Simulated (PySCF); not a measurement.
**LiP and its ions**

B2PLYP; basis Li def2-TZVP, P def2-TZVP; no relativity; PySCF 2.14. Neutral (UKS): triplet (π ↑↑), Re = 2.327 Å, ωe = 491 cm⁻¹, De = 1.72 eV, HOMO -5.53 eV, LUMO -0.97 eV.

LiP⁺ (UKS): quartet (σ ↑, π ↑↑), Re = 2.640 Å, ωe = 252 cm⁻¹, De = 0.39 eV to Li⁺ + P. The energies at the minima are -348.68472 hartree for LiP and -348.43463 for LiP⁺.

**Question.** Work out the adiabatic ionisation energy, without and with harmonic zero-point energies (1 hartree = 27.2114 eV, 1 eV = 8065.5 cm⁻¹), and the change of the bond length.

**Answer.** At B2PLYP: 0.25009 hartree = 6.805 eV between the minima; the zero-point term (252.0 − 491.0)/2 cm⁻¹ = -0.015 eV makes it 6.790 eV. Re changes by +31.3 pm against the neutral. The electron leaves a σ orbital, and the ion is left as a loose complex of an ion and an atom.

Correlated steps freeze 5 core orbitals. Weak bonds: LiP⁺. Basis-set superposition, not corrected here, can be much of De in a small basis, most of all at correlated wavefunction levels. For an ion De counts to the pair picked by the measured ionisation energies or electron affinities, which need not be the lowest pair at this level. B2PLYP dipoles, levels and charges come from its SCF part alone. States were picked by a PBE0 search and need not be the measured ground states.
